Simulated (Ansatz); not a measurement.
Total energies of C6H14O, SMILES `CC(C)CC(C)O`.

```xyz
21

C    -0.661   -2.203    0.963
C    -0.658   -0.698    0.736
C    -0.272    0.035    2.013
C     0.260   -0.351   -0.432
C     0.279    1.111   -0.831
C     1.188    1.357   -2.019
O    -1.060    1.481   -1.125
H    -0.964   -2.741    0.060
H    -1.349   -2.482    1.766
H     0.336   -2.558    1.243
H    -1.671   -0.389    0.459
H    -0.358    1.118    1.902
H     0.759   -0.195    2.300
H    -0.920   -0.262    2.842
H     1.286   -0.654   -0.189
H    -0.042   -0.935   -1.310
H     0.644    1.708    0.019
H     0.852    0.776   -2.882
H     2.218    1.073   -1.789
H     1.192    2.415   -2.299
H    -1.062    2.392   -1.428
```

The species carries charge 0 and has multiplicity 1. Geometry: relaxed with PBE0-D4/def2-TZVP. It is one conformer, not always the lowest. Basis def2-TZVPP, Ansatz.

RPA on PBE orbitals: Hartree–Fock energy of these orbitals -310.27849 Eh, correlation -2.15419 Eh (frozen core).

| functional | energy without D4 (Eh) | D4 term (kJ/mol) |
| --- | --- | --- |
| LDA (SPW92) | -309.62436 | – |
| PBE | -311.99547 | -42.5 |
| revPBE | -312.31119 | -143.7 |
| BLYP | -312.25213 | -93.5 |
| r2SCAN | -312.23088 | -11.7 |
| B97M-V | -312.40632 | – |
| PBE0 | -312.04440 | -35.8 |
| B3LYP | -312.43212 | -66.7 |
| r2SCANh | -312.21965 | -12.2 |
| r2SCAN0 | -312.20421 | -13.3 |
| HSE06 (plane-wave form) | -312.02562 | -33.1 |
| BHLYP | -312.22653 | -45.5 |
| CAM-B3LYP | -312.25520 | -35.7 |
| LC-ωPBE | -312.23827 | – |
| ωB97X-V | -312.33323 | – |
| ωB97M-V | -312.25624 | – |
| B2PLYP | -312.13771 | – |
| PBE-QIDH | -312.00814 | – |

B3LYP takes the VWN-RPA correlation (the form of Gaussian; ORCA's B3LYP/G). HSE06 is the plane-wave form, built on full-range PBE exchange. The double hybrids freeze the cores in their second-order part.

LC-ωPBE has ω = 0.4 bohr⁻¹.
